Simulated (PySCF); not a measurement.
Compound: formyl fluoride, CHFO.
InChI=1S/CHFO/c2-1-3/h1H

The closed-shell ground state was solved at several levels (PySCF, density fitting, gas phase, non-relativistic). Geometry: PBE0-D3(BJ)/def2-TZVP; no solvent, vibrations or thermal averaging.

```json
{"level": "PBE0/pcSseg-2", "basis functions": "122", "total energy (Eh)": "-213.6420", "HOMO (eV)": "-9.57", "LUMO (eV)": "-0.96", "gap (eV)": "8.61", "dipole (D)": "2.13"}
{"level": "B97-2/pcSseg-2", "basis functions": "122", "total energy (Eh)": "-213.7922", "HOMO (eV)": "-9.27", "LUMO (eV)": "-1.04", "gap (eV)": "8.23", "dipole (D)": "2.12"}
{"level": "PBE0/aug-cc-pVTZ", "basis functions": "161", "total energy (Eh)": "-213.6360", "HOMO (eV)": "-9.58", "LUMO (eV)": "-1.03", "gap (eV)": "8.55", "dipole (D)": "2.10"}
{"level": "wB97X-D/pcSseg-2", "basis functions": "122", "total energy (Eh)": "-213.7973", "HOMO (eV)": "-11.50", "LUMO (eV)": "0.99", "gap (eV)": "12.49", "dipole (D)": "2.17"}
{"level": "CAM-B3LYP/aug-cc-pVTZ", "basis functions": "161", "total energy (Eh)": "-213.7930", "HOMO (eV)": "-11.12", "LUMO (eV)": "0.10", "gap (eV)": "11.22", "dipole (D)": "2.16"}
{"level": "KT3/pcSseg-2", "basis functions": "122", "total energy (Eh)": "-216.6235", "HOMO (eV)": "-8.03", "LUMO (eV)": "-2.08", "gap (eV)": "5.95", "dipole (D)": "2.00"}
{"level": "PBE0/pcJ-2", "basis functions": "177", "total energy (Eh)": "-213.6493", "HOMO (eV)": "-9.57", "LUMO (eV)": "-0.96", "gap (eV)": "8.61", "dipole (D)": "2.14"}
{"level": "B97-2/pcJ-2", "basis functions": "177", "total energy (Eh)": "-213.7999", "HOMO (eV)": "-9.27", "LUMO (eV)": "-1.04", "gap (eV)": "8.23", "dipole (D)": "2.12"}
{"level": "wB97X-D/aug-cc-pVTZ", "basis functions": "161", "total energy (Eh)": "-213.7908", "HOMO (eV)": "-11.50", "LUMO (eV)": "0.83", "gap (eV)": "12.33", "dipole (D)": "2.12"}
```

(1) Estimate the row for B3LYP/pcJ-2, a basis of 177 functions; the other rows only guide the guess.

(2) Over all these levels, which gives the widest orbital gap and which the narrowest?

(3) How much does the basis alone move the frontier levels among the 3 PBE0 rows?

(4) In the pcSseg-2 basis, how does the gap go with the fixed share of exact exchange?

(5) How far do the dipole and the HOMO energy spread over the levels?

Results:

(1) Total energy -213.8732 Eh, HOMO -9.33 eV, LUMO -1.30 eV, gap 8.03 eV, dipole 2.14 D.

(2) wB97X-D/pcSseg-2 (range-separated hybrid) has the widest, 12.49 eV, and KT3/pcSseg-2 (GGA) the narrowest, 5.95 eV. The two share the basis. From the narrowest to the widest the HOMO moves by -3.47 eV and the LUMO by +3.07 eV.

(3) The HOMO by 0.01 eV and the LUMO by 0.07 eV. By rising basis size (HOMO, LUMO in eV): pcSseg-2 -9.57, -0.96; aug-cc-pVTZ -9.58, -1.03; pcJ-2 -9.57, -0.96.

(4) KT3 (0 %) 5.95 eV; B97-2 (21 %) 8.23 eV; PBE0 (25 %) 8.61 eV. Each rise in the share widens the gap here.

(5) The dipole runs from 2.00 to 2.17 D (mean 2.12 D) and the HOMO from -11.50 to -8.03 eV.

Note: wB97X-D ran without an empirical dispersion term, which enters the total energy and its gradient alone.
